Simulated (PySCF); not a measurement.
# C₃H₈N₂: runs on many settings, part 2 of 2

PySCF 2.14.0. Atoms count from 0. The steps go on from the part before.

## 5. Indirect couplings: wB97X-D/pcSseg-0

Job settings and geometry (Å):

```
{"job": {"kind": "j", "xc": "wB97X-D", "basis": "pcSseg-0", "scf": {"guess": "huckel"}}, "charge": 0, "multiplicity": 1}
C     -1.318444    -0.760482     0.163380
C     -0.291494     0.214493    -0.421271
N     -0.411102     1.501486     0.236694
C      1.082179    -0.400116    -0.328240
N      1.989853     0.185732     0.308258
H     -1.319812    -1.696329    -0.389898
H     -1.083971    -0.966287     1.205897
H     -2.306259    -0.312236     0.111440
H     -0.517594     0.363442    -1.487117
H      0.285329     2.137567    -0.138125
H     -0.190481     1.387435     1.221604
H      1.187213    -1.367893    -0.841208
H      2.890195    -0.286326     0.340858
```

Method: wB97X-D/pcSseg-0 indirect spin-spin coupling, non-relativistic, gas phase.

Log:

```text
final grid: 98584 points
cycle   1  E = -226.5952027525  dE = -1.015e+00  |g| = 2.525e+00  |ddm| = 5.176e+00
cycle   2  E = -225.9880182696  dE =  6.072e-01  |g| = 2.834e+00  |ddm| = 5.643e+00
cycle   3  E = -227.9732900025  dE = -1.985e+00  |g| = 3.341e-01  |ddm| = 3.798e+00
cycle   4  E = -227.9946525751  dE = -2.136e-02  |g| = 1.927e-01  |ddm| = 6.627e-01
cycle   5  E = -228.0023755280  dE = -7.723e-03  |g| = 2.108e-02  |ddm| = 1.851e-01
cycle   6  E = -228.0025080992  dE = -1.326e-04  |g| = 9.679e-03  |ddm| = 4.239e-02
cycle   7  E = -228.0025335476  dE = -2.545e-05  |g| = 1.599e-03  |ddm| = 1.448e-02
cycle   8  E = -228.0025350579  dE = -1.510e-06  |g| = 3.437e-04  |ddm| = 7.570e-03
cycle   9  E = -228.0025350987  dE = -4.084e-08  |g| = 1.382e-04  |ddm| = 6.626e-04
cycle  10  E = -228.0025351084  dE = -9.667e-09  |g| = 2.746e-05  |ddm| = 3.816e-04
cycle  11  E = -228.0025351091  dE = -6.678e-10  |g| = 1.337e-05  |ddm| = 9.391e-05
converged SCF energy = -228.0025351091

Indirect spin-spin couplings (Hz)
  i      j    bonds     total        FC       PSO       DSO        SD
  0 C    1 C    1     72.345    72.240    -0.124     0.229         -
  0 C    2 N    2     -6.224    -6.329     0.083    -0.001     0.023
  0 C    3 C    2     -1.688    -1.633    -0.089     0.034         -
  0 C    4 N    3     -2.572    -2.546    -0.050     0.025    -0.001
  0 C    5 H    1    126.321   123.969     1.586     0.767         -
  0 C    6 H    1    129.466   127.159     1.511     0.797         -
  0 C    7 H    1    137.692   135.581     1.355     0.757         -
  0 C    8 H    2     -8.355    -8.415     0.171    -0.111         -
  0 C    9 H    3      9.702    10.060     0.227    -0.585         -
  0 C   10 H    3      1.321     1.285     0.024     0.012         -
  0 C   11 H    3      1.189     1.117     0.052     0.020         -
  0 C   12 H    4     -1.607    -1.410     0.153    -0.350         -
  1 C    2 N    1    -14.842   -14.368     0.203    -0.100    -0.578
  1 C    3 C    1     90.008    91.332    -1.601     0.276         -
  1 C    4 N    2    -12.004   -12.550     0.554     0.008    -0.016
  1 C    5 H    2     -4.006    -4.092     0.140    -0.054         -
  1 C    6 H    2     -6.220    -6.292     0.104    -0.032         -
  1 C    7 H    2     -6.407    -6.505     0.137    -0.039         -
  1 C    8 H    1    137.294   134.970     1.115     1.210         -
  1 C    9 H    2     -3.525    -3.470     0.150    -0.205         -
  1 C   10 H    2     -4.540    -4.527     0.161    -0.174         -
  1 C   11 H    2     11.276    11.453    -0.094    -0.082         -
  1 C   12 H    3     14.836    15.357     0.057    -0.578         -
  2 N    3 C    2     -0.627    -0.943     0.313     0.002     0.000
  2 N    4 N    3      0.839     0.907    -0.070     0.002     0.000
  2 N    5 H    3     -6.755    -6.900    -0.048     0.190     0.002
  2 N    6 H    3     -1.628    -1.587    -0.074     0.010     0.023
  2 N    7 H    3     -1.460    -1.434    -0.011    -0.023     0.008
  2 N    8 H    2     -1.518    -1.461    -0.133     0.046     0.030
  2 N    9 H    1    -62.349   -59.652    -2.497    -0.389     0.189
  2 N   10 H    1    -61.421   -58.659    -2.546    -0.403     0.186
  2 N   11 H    3     -0.132    -0.340     0.019     0.198    -0.008
  2 N   12 H    4     -0.192    -0.418     0.009     0.191     0.026
  3 C    4 N    1    -35.031   -42.413     9.035    -0.070    -1.583
  3 C    5 H    3      1.634     1.632    -0.112     0.114         -
  3 C    6 H    3      3.405     3.269     0.004     0.132         -
  3 C    7 H    3      9.504     9.729     0.168    -0.394         -
  3 C    8 H    2     -7.477    -7.434    -0.081     0.038         -
  3 C    9 H    3      0.727     0.927    -0.208     0.008         -
  3 C   10 H    3      1.324     1.545    -0.215    -0.006         -
  3 C   11 H    1    152.363   151.561    -0.235     1.037         -
  3 C   12 H    2     -8.764    -5.043    -3.032    -0.689         -
  4 N    5 H    4      0.239     0.016     0.057     0.124     0.042
  4 N    7 H    4     -0.882    -1.038    -0.012     0.152     0.016
  4 N    8 H    3     -2.949    -3.313     0.189     0.163     0.012
  4 N    9 H    4      0.286     0.262     0.099    -0.094     0.018
  4 N   10 H    4      0.281     0.253     0.096    -0.091     0.022
  4 N   11 H    2      5.009     3.228     1.537     0.262    -0.018
  4 N   12 H    1    -54.047   -53.785    -0.209    -0.335     0.282
  5 H    6 H    2    -10.874    -9.575     1.027    -2.325         -
  5 H    7 H    2    -11.280    -9.894     1.070    -2.455         -
  5 H    8 H    3      2.278     2.356     0.093    -0.170         -
  5 H    9 H    4      0.898     2.111     0.894    -2.108         -
  5 H   10 H    4     -1.278    -0.230     0.695    -1.743         -
  5 H   11 H    4      0.750     0.053    -0.552     1.248         -
  5 H   12 H    5     -0.681     0.027     0.373    -1.081         -
  6 H    7 H    2    -11.251    -9.965     1.019    -2.305         -
  6 H    8 H    3      6.811     8.389     1.142    -2.720         -
  6 H    9 H    4     -1.365    -0.143     0.761    -1.983         -
  6 H   10 H    4      0.697    -0.091    -0.684     1.472         -
  6 H   11 H    4     -0.372    -0.122     0.158    -0.408         -
  6 H   12 H    5     -0.425     0.184     0.288    -0.897         -
  7 H    8 H    3      2.616     2.828     0.126    -0.338         -
  7 H    9 H    4     -1.103     0.159     0.734    -1.996         -
  7 H   10 H    4     -0.523    -0.118     0.105    -0.509         -
  7 H   11 H    4     -0.838    -0.003     0.692    -1.526         -
  7 H   12 H    5     -0.656     0.320     0.620    -1.596         -
  8 H    9 H    3      1.033     1.370     0.062    -0.399         -
  8 H   10 H    3      6.314     8.452     1.329    -3.467         -
  8 H   11 H    3      0.795     0.884     0.147    -0.235         -
  8 H   12 H    4     -2.735    -1.410     0.646    -1.971         -
  9 H   10 H    2     -8.590    -7.038     1.794    -3.347         -
  9 H   11 H    4     -1.339    -0.284     0.669    -1.724         -
  9 H   12 H    5     -0.956     0.033     0.442    -1.431         -
 10 H   11 H    4     -1.408    -0.324     0.688    -1.772         -
 10 H   12 H    5     -0.971     0.017     0.433    -1.421         -
 11 H   12 H    3      9.359    10.557    -0.504    -0.694         -
```

Wall time 5.1 s (1 thread of Arm Neoverse V2, shared host).

This basis has no tight s functions, so the Fermi-contact terms are rough.

A choice of the couplings up to four bonds, sorted by the number of bonds, with means over like pairs; isotopes 13C, 1H, 15N:

```csv
pair,bonds,J (Hz),Fermi contact (Hz),dihedral (°)
C3–H11,1,152.4,151.6,–
C1–H8,1,137.3,135.0,–
C0–H5,1,131.2,128.9,–
C1–C3,1,90.0,91.3,–
C0–C1,1,72.3,72.2,–
N2–H9,1,-61.9,-59.2,–
N4–H12,1,-54.0,-53.8,–
C3–N4,1,-35.0,-42.4,–
C1–N2,1,-14.8,-14.4,–
C1–N4,2,-12.0,-12.6,–
C1–H11,2,11.3,11.5,–
H5–H6,2,-11.1,-9.8,–
C3–H12,2,-8.8,-5.0,–
H9–H10,2,-8.6,-7.0,–
C0–H8,2,-8.4,-8.4,–
C3–H8,2,-7.5,-7.4,–
C0–N2,2,-6.2,-6.3,–
C1–H5,2,-5.5,-5.6,–
C1–H12,3,14.8,15.4,179
H11–H12,3,9.4,10.6,0
C0–H9,3,5.5,5.7,–
C3–H5,3,4.8,4.9,–
H5–H8,3,3.9,4.5,–
H8–H9,3,3.7,4.9,–
N2–H5,3,-3.3,-3.3,–
N4–H8,3,-2.9,-3.3,121
C0–N4,3,-2.6,-2.5,-121
H8–H12,4,-2.7,-1.4,–
C0–H12,4,-1.6,-1.4,–
H9–H11,4,-1.4,-0.3,–
```

The spin-dipole term was solved for some atoms only; pairs without it lack that part.

Quadrupole couplings from the field gradients of the same density:

```csv
atom,isotope,eQq/h (MHz),η
N2,14N,-6.203,0.16
N4,14N,-5.293,0.34
```

## 6. Nuclear shieldings: PBE0/6-31++G**

Settings changed since step 5:

```diff
@@ -1,2 +1,2 @@
-{"job": {"kind": "j", "xc": "wB97X-D", "basis": "pcSseg-0", "scf": {"guess": "huckel"}}, "charge": 0, "multiplicity": 1}
+{"job": {"kind": "nmr", "xc": "PBE0", "basis": "6-31++G**", "pop": false}, "charge": 0, "multiplicity": 1}
 C     -1.318444    -0.760482     0.163380
```

Level: GIAO PBE0/6-31++G** NMR shielding, non-relativistic, gas phase.

Log:

```text
coarse grid: 10344 points
cycle   1  E = -228.3492867834  dE =  4.830e-01  |g| = 4.730e-01  |ddm| = 3.683e+00
cycle   2  E = -228.2979599327  dE =  5.133e-02  |g| = 6.820e-01  |ddm| = 1.896e+00
cycle   3  E = -228.4022678949  dE = -1.043e-01  |g| = 1.067e-01  |ddm| = 1.350e+00
cycle   4  E = -228.4047272014  dE = -2.459e-03  |g| = 3.768e-02  |ddm| = 2.800e-01
cycle   5  E = -228.4050454616  dE = -3.183e-04  |g| = 8.307e-03  |ddm| = 6.776e-02
cycle   6  E = -228.4050595806  dE = -1.412e-05  |g| = 2.759e-03  |ddm| = 1.344e-02
cycle   7  E = -228.4050613142  dE = -1.734e-06  |g| = 4.126e-04  |ddm| = 6.844e-03
final grid: 98584 points
cycle   8  E = -228.3602150597  dE = -2.694e-05  |g| = 8.353e-03  |ddm| = 6.816e-02
cycle   9  E = -228.3602083298  dE =  6.730e-06  |g| = 1.006e-02  |ddm| = 3.321e-02
cycle  10  E = -228.3602327985  dE = -2.447e-05  |g| = 9.835e-04  |ddm| = 1.848e-02
cycle  11  E = -228.3602330016  dE = -2.031e-07  |g| = 3.562e-04  |ddm| = 1.689e-03
cycle  12  E = -228.3602330282  dE = -2.663e-08  |g| = 9.199e-05  |ddm| = 7.784e-04
cycle  13  E = -228.3602330300  dE = -1.805e-09  |g| = 3.074e-05  |ddm| = 1.792e-04
cycle  14  E = -228.3602330302  dE = -2.039e-10  |g| = 5.775e-06  |ddm| = 7.238e-05
converged SCF energy = -228.3602330302

GIAO shielding tensors (ppm)
atom      isotropic    diamagn.    paramagn.     s11        s22        s33       span
  0 C      177.867     247.650     -69.783    164.130    171.631    197.840     33.710
  1 C      142.038     246.822    -104.784    130.952    131.628    163.533     32.581
  2 N      236.333     316.942     -80.609    204.907    234.705    269.388     64.481
  3 C       25.993     255.970    -229.977    -72.883     14.578    136.285    209.168
  4 N      -30.205     318.060    -348.265   -310.649    -37.483    257.516    568.165
  5 H       30.519      30.629      -0.110     26.555     28.038     36.964     10.408
  6 H       31.297      30.179       1.117     27.704     29.675     36.511      8.807
  7 H       30.164      29.888       0.276     26.119     28.278     36.094      9.975
  8 H       28.433      31.549      -3.116     24.432     27.436     33.430      8.998
  9 H       30.439      29.972       0.467     24.193     26.235     40.888     16.695
 10 H       31.078      30.388       0.690     25.825     27.691     39.719     13.894
 11 H       23.007      30.173      -7.166     21.682     22.530     24.809      3.128
 12 H       21.153      28.702      -7.549     14.871     23.762     24.825      9.953
```

Wall time 7.4 s (1 thread of Arm Neoverse V2, shared host); peak memory 0.62 GiB.

Key values: δ C3 172.5, C1 56.4, C0 20.6, N4 303.0, H12 10.70, H11 8.85 ppm.

## 7. Comparing the runs: NMR shifts

Shifts (ppm) of some atoms, chosen among heavy atoms and hydrogens apart, means over like atoms, with basis size and wall time:

```csv
run,C3,C1,C0,H12,H9,N4,N2,functions,time
PBE0/3-21G,156.7,50.9,20.1,11.28,0.35,297.4,22.5,61,3.3 s
"BHandHLYP/6-311+G(2d,p)",184.3,56.7,20.7,10.10,0.92,327.6,38.1,183,12 s
PBE0/6-31++G**,172.5,56.4,20.6,10.70,1.09,303.0,36.5,138,7.4 s
```

## 8. What came out

This closing draws on all 2 parts.

| quantity | value |
| --- | --- |
| 13C shifts against TMS (PBE0/3-21G) | 156.7, 50.9, 20.1 ppm |
| 1H shifts against TMS (PBE0/3-21G, means over atoms taken as alike) | 11.28, 8.65, 3.62, 1.48, 0.35 ppm |
| 15N shifts against NH3 (PBE0/3-21G) | 297.4, 22.5 ppm |
| lowest singlet (PBE0/pcSseg-0) | 5.28 eV (235 nm), f = 0.006 |
| lowest triplet | 4.38 eV |
| largest coupling of the table (wB97X-D/pcSseg-0) | 1J(C,H) C3–H11, 152.4 Hz |
| range of the shift of N4 | 297.4 to 327.6 ppm |

Single values in the summary come from the first run of each kind that ended normally (PBE0/3-21G; PBE0/pcSseg-0; wB97X-D/pcSseg-0), which need not be the best level. At PBE0/3-21G: The widest tensor belongs to N4: span 591 ppm, with a paramagnetic part of -347 ppm. The first singlet state (HOMO→LUMO 0.68, HOMO−1→LUMO 0.31) lies at 5.28 eV and is weak. The lowest triplet lies 0.90 eV below the lowest singlet. Of the pairs tabulated at wB97X-D/pcSseg-0, C3–H11 couples most strongly (152.4 Hz; Fermi contact 151.6 Hz). Couplings across rotatable bonds belong to this one conformer; where others are populated, the observed values are averages. In ppm, N4 moves most: its shift spreads over 30.2 ppm, from 297.4 (PBE0/3-21G) to 327.6 (BHandHLYP/6-311+G(2d,p)). Couplings from bases without tight functions are rough.
